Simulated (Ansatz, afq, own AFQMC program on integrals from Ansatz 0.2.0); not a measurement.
## BH₂O, doublet: energetics from AFQMC and coupled cluster

```yaml
atoms:
  - { symbol: B, position_ang: [0.0000, -0.2384, 0.7416] }
  - { symbol: O, position_ang: [0.0000, 0.1607, -0.5303] }
  - { symbol: H, position_ang: [0.0000, 0.5590, 1.6392] }
  - { symbol: H, position_ang: [0.0000, -0.5526, -1.1750] }
```

Geometry: a PBE0/def2-TZVP stationary point, not shown to be a minimum. Basis cc-pVDZ. Noble-gas cores (and the filled d shells of Ga–Kr and In–Xe) are frozen. AFQMC by an in-house program on the Cholesky factors that Ansatz 0.2.0 writes for its CCSD(T) run. ph-AFQMC/CISD is guided by a CISD state made of CCSD amplitudes; releasing the constraint for a short imaginary time cuts its bias at the price of noise, slowly where states lie close. Error bars are statistical, one sigma.

Best estimates are CCSD(T) at the basis-set limit (def2-TZVPP/QZVPP) plus the step from CCSD(T) to the highest rung at hand in cc-pVDZ, named in the table (released AFQMC can keep some 10 meV of bias). No zero-point, core-correlation or spin–orbit terms. Other levels are in cc-pVDZ, the functionals in def2-TZVP; a dash marks a level that is missing or breaks spin symmetry for a member.

Cautions: BH₂O (doublet): the released energies move by 1.5 errors or more from one time to the next, so no released level is given (meV from the phaseless value at times in 1/Eh: -1 ± 3 at 0.24, -3 ± 3 at 0.51, -3 ± 3 at 0.99, 9 ± 4 at 1.62, -7 ± 4 at 2.40), though the last usable value meets CCSDT(Q) within the noise; BH₂O⁺ (triplet): another spin lies lower; BH₂O⁺ (singlet): raised T1 diagnostic (T1 0.025, weight of the determinant 0.90, largest double 0.06); row 1: this isn't the first ionization.

```json
{"process": "to charge +1, triplet (vertical)", "PBE0 (kcal/mol)": "321.2"}
{"process": "to charge +1, singlet (vertical)", "PBE0 (kcal/mol)": "196.3"}
{"process": "to free atoms", "PBE0 (kcal/mol)": "325.7"}
```

(1) From these values, estimate the best estimates.

(1) 
| process | best estimate (kcal/mol) | highest rung |
| --- | --- | --- |
| to charge +1, triplet (vertical) | 326.6 | CCSDT(Q) |
| to charge +1, singlet (vertical) | 192.8 | CCSDT(Q) |
| to free atoms | 325.0 | CCSDT(Q) |

Errors against the best estimates in kcal/mol, in the same order:

| level | error, 1 | error, 2 | error, 3 |
| --- | --- | --- | --- |
| MP2 | -6.4 | -7.9 | -18.0 |
| CCSD(T) | -10.5 | -7.0 | -27.4 |
| ph-AFQMC/CISD | -10.2 ± 0.1 | -7.2 ± 0.1 | -27.0 ± 0.09 |
| CCSD(T)/CBS | -0.2 | 0.1 | -0.4 |
| PBE | -9.6 | 0.4 | 9.0 |
| r2SCAN | -8.3 | 4.2 | 6.0 |
| PBE0 | -5.4 | 3.6 | 0.7 |
| B3LYP | -4.1 | 3.5 | 1.4 |
| wB97M-V | -2.3 | -2.6 | 0.8 |
| B2PLYP | -2.4 | -0.6 | -1.5 |

Cost at the first geometry (cards were shared with other jobs): PBE0/cc-pVDZ, 0.57 s on 1 thread of AMD EPYC 7R13 Processor (Zen 3), with other jobs on the host; UCCSD(T)/cc-pVDZ, 3.4 s on 1 × NVIDIA H100 80GB HBM3 with 1 thread of AMD EPYC 7R13 Processor (Zen 3), on a shared host; CCSD(T)/def2-QZVPP, 8.5 s on 1 × NVIDIA H100 80GB HBM3 with 1 thread of AMD EPYC 7R13 Processor (Zen 3) (shared host); CCSDT(Q), 6 s on 1 × NVIDIA H100 80GB HBM3 with 1 thread of AMD EPYC 7R13 Processor (Zen 3), on a shared host; ph-AFQMC/CISD with release, 46 s on 1 × NVIDIA H100 80GB HBM3 with 2 threads of AMD EPYC 7R13 Processor (Zen 3), with other jobs on the host.

Best estimates are given only where the step beyond CCSD(T) is under 0.3 eV and no member's determinant is very poor (T1 over 0.05, or 0.07 for open shells, ⟨S²⟩ too high by 0.3, two states mixed), so the hardest cases are missing from such tables.

The functionals ran in a triple-zeta set and keep a basis error of their own, a few kJ/mol for each bond in atomization energies and more for double hybrids, so close places among them and the extrapolated levels can swap.

CCSDT and higher add their correlation energy to the determinant of the CCSD(T) run, since their own runs factorise the integrals more tightly (a shift of under 2 meV). Each member of a difference takes its own highest rung, so a best estimate needn't equal the limit plus the step of one row. A walk keeps the symmetry of its determinant, which the program's search chose and which needn't be the lowest solution, so a lower state of the same spin and another symmetry isn't excluded.
